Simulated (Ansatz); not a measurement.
C$_{3}$H$_{4}$ClF (`C=C(Cl)CF`) at its PBE0-D4/def2-TZVP geometry, where that method's forces vanish. The species carries charge 0 and has multiplicity 1.

```xyz
9

C    -1.1992   -0.5254    0.5091
C    -0.2443   -0.2547   -0.3605
Cl   -0.2977   -0.8059   -1.9993
C     0.9912    0.5393   -0.0906
F     1.0234    0.9692    1.2125
H    -1.1115   -0.1535    1.5217
H    -2.0672   -1.1094    0.2360
H     1.8791   -0.0733   -0.2798
H     1.0261    1.4137   -0.7491
```

(1) What forces (eV/Å) does B3LYP-D4/def2-TZVPP give on these atoms in Ansatz 0.2.0? (Estimate.)

## Answers

(1) Ansatz gave: 
```
C1  -0.103 -0.022  0.116
C2  -0.060  0.041  0.236
Cl3 -0.026 -0.136 -0.383
C4   0.150 -0.040 -0.398
F5   0.036  0.147  0.399
H6  -0.032 -0.041 -0.071
H7   0.056  0.043  0.037
H8  -0.039  0.053  0.017
H9   0.018 -0.045  0.048
```

B3LYP here is the variant with VWN-RPA as its local correlation; programs differ in this.
